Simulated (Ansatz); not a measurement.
Basis sets compared for the cluster PS2. The state is a doublet with charge 0. Geometry PBE-D4/def2-TZVP. Ansatz on 2 threads of Arm Neoverse V1 on a shared host; times are rough, and most runs start from earlier orbitals.

```tsv
atom	x (Å)	y (Å)	z (Å)
P1	-0.1972	-0.4626	-0.1575
S2	1.3405	-0.6154	1.0105
S3	-1.1434	1.0780	-0.8530
```

B3LYP takes the VWN-RPA correlation. The structure comes from a short search, and lower isomers may exist.

Binding counts from free atoms (P quartet, S triplet) in the same basis, without a counterpoise term.

```csv
level,functions,energy (Eh),HOMO (eV),LUMO (eV),binding per atom (eV),wall time
PBE-D4/def2-SVP,54,-1136.8965,-5.99,-5.13,2.79,0.8 s
PBE-D4/def2-TZVP (with forces),111,-1137.2994,-6.11,-5.22,2.90,1.9 s
r2SCAN-D4/def2-TZVP,111,-1137.7069,-6.47,-5.09,2.74,4.9 s
B3LYP-D4/6-31G,39,-1137.6332,-7.05,-4.88,1.60,0.75 s
B3LYP-D4/def2-TZVP,111,-1137.8355,-7.05,-4.69,2.63,2.3 s
PBE0-D4/def2-SVP,54,-1136.9748,-7.28,-4.45,2.52,1 s
PBE0-D4/def2-TZVP,111,-1137.3758,-7.35,-4.47,2.66,4.6 s
```

(1) Estimate the rows for PBE-D4/def2-TZVPD, r2SCAN-D4/def2-TZVPD, PBE0-D4/def2-TZVPD.

Results:

(1) 
```tsv
level	functions	energy (Eh)	HOMO (eV)	LUMO (eV)	binding per atom (eV)	wall time
PBE-D4/def2-TZVPD	135	-1137.3013	-6.18	-5.31	2.90	2.7 s
r2SCAN-D4/def2-TZVPD	135	-1137.7084	-6.52	-5.15	2.74	7 s
PBE0-D4/def2-TZVPD	135	-1137.3774	-7.40	-4.55	2.67	3.7 s
```
